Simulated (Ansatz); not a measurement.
**C8H18: basis-set convergence**

Aim: see how fast density functionals converge with the basis set for C8H18.

The runs use Ansatz 0.2.0, Gaussian basis; one geometry, several basis sets.

Levels to be run: PBE0-D4/def2-SVP; ωB97M-V/def2-SVP; PBE0-D4/def2-QZVPP; ωB97M-V/def2-QZVPP; the functionals' def2-TZVPP values are taken from earlier runs.

## Step 1: Structure used throughout

The geometry comes from an earlier relaxation with PBE0-D4 in a triple-zeta def2 set; it is a stationary point, not always the lowest conformer.

26 atoms, charge 0, spin multiplicity 1.

Atoms are counted from 1 here; the program's logs count them from 0.

Bond lengths: C1–C2 1.520 Å, C1–H9 1.093 Å, C1–H10 1.092 Å, C1–H11 1.092 Å, C2–C3 1.540 Å, C2–H12 1.096 Å, C2–H13 1.095 Å, C3–C4 1.530 Å, C3–C5 1.528 Å, C3–C6 1.551 Å, C4–H14 1.093 Å, C4–H15 1.094 Å, C4–H16 1.092 Å, C5–H17 1.093 Å, C5–H18 1.094 Å, C5–H19 1.092 Å, C6–C7 1.525 Å, C6–C8 1.524 Å and more. Angles: C2–C1–H9 110.4°, C2–C1–H10 111.9°, C2–C1–H11 112.1°, H9–C1–H10 107.3°, H9–C1–H11 107.2°, H10–C1–H11 107.6°, C1–C2–C3 116.6°, C1–C2–H12 108.9°, C1–C2–H13 109.2°, C3–C2–H12 107.2°, C3–C2–H13 109.0°, H12–C2–H13 105.4°, C2–C3–C4 108.8°, C2–C3–C5 107.3°, C2–C3–C6 110.9°, C4–C3–C5 108.3°, C4–C3–C6 109.6°, C5–C3–C6 111.7° and more.

## Step 2: PBE0-D4 in def2-SVP

File in.yaml:

```yaml
crystal:
  periodic: [false, false, false]
  atoms:
    - {symbol: C, position_ang: [0.951234, -1.840690, -1.366068]}
    - {symbol: C, position_ang: [0.297820, -1.607156, -0.014016]}
    - {symbol: C, position_ang: [-0.482242, -0.290597, 0.155512]}
    - {symbol: C, position_ang: [-1.688015, -0.305998, -0.785381]}
    - {symbol: C, position_ang: [-0.996852, -0.249634, 1.593173]}
    - {symbol: C, position_ang: [0.416124, 0.931648, -0.168081]}
    - {symbol: C, position_ang: [-0.294128, 2.271502, -0.006835]}
    - {symbol: C, position_ang: [1.720008, 0.958702, 0.620772]}
    - {symbol: H, position_ang: [1.422086, -2.826098, -1.396396]}
    - {symbol: H, position_ang: [0.225443, -1.802523, -2.181721]}
    - {symbol: H, position_ang: [1.728743, -1.103670, -1.580019]}
    - {symbol: H, position_ang: [-0.402138, -2.426241, 0.187958]}
    - {symbol: H, position_ang: [1.058583, -1.673798, 0.770361]}
    - {symbol: H, position_ang: [-1.387294, -0.225320, -1.833148]}
    - {symbol: H, position_ang: [-2.250386, -1.236800, -0.668368]}
    - {symbol: H, position_ang: [-2.374531, 0.515939, -0.574311]}
    - {symbol: H, position_ang: [-0.179432, -0.256439, 2.318259]}
    - {symbol: H, position_ang: [-1.617678, -1.127509, 1.793507]}
    - {symbol: H, position_ang: [-1.610999, 0.633660, 1.781022]}
    - {symbol: H, position_ang: [0.678415, 0.838825, -1.229496]}
    - {symbol: H, position_ang: [0.359862, 3.082740, -0.336579]}
    - {symbol: H, position_ang: [-1.210798, 2.333064, -0.595231]}
    - {symbol: H, position_ang: [-0.549047, 2.468129, 1.037962]}
    - {symbol: H, position_ang: [1.536688, 1.047478, 1.695118]}
    - {symbol: H, position_ang: [2.328700, 0.067802, 0.457569]}
    - {symbol: H, position_ang: [2.319812, 1.822993, 0.324418]}
basis:
  gaussian: {orbitals: def2-SVP}
hamiltonian: {xc: pbe0, dispersion: d4}
output: {orbitals: {seedname: orbitals}}
```

After this run come: ωB97M-V in def2-SVP; PBE0-D4 in def2-QZVPP; ωB97M-V in def2-QZVPP.

Before running them: what should the planned runs give, taken together? Wanted: PBE0-D4: double and triple zeta above quadruple; ωB97M-V: double and triple zeta above quadruple.

**Answer**, as computed:

| quantity | value |
| --- | --- |
| PBE0-D4: double and triple zeta above quadruple | 9.66, 0.49 eV |
| ωB97M-V: double and triple zeta above quadruple | 10.32, 0.48 eV |

In words: PBE0-D4 gains 9.17 eV from double to triple zeta, then 0.49 eV more. These are total energies; as a rule much of such shifts cancels in differences, which this series doesn't test. The LUMO of ωB97M-V is positive and keeps falling with the basis (3.27 to 1.63 eV): an unbound level that the basis holds in place.
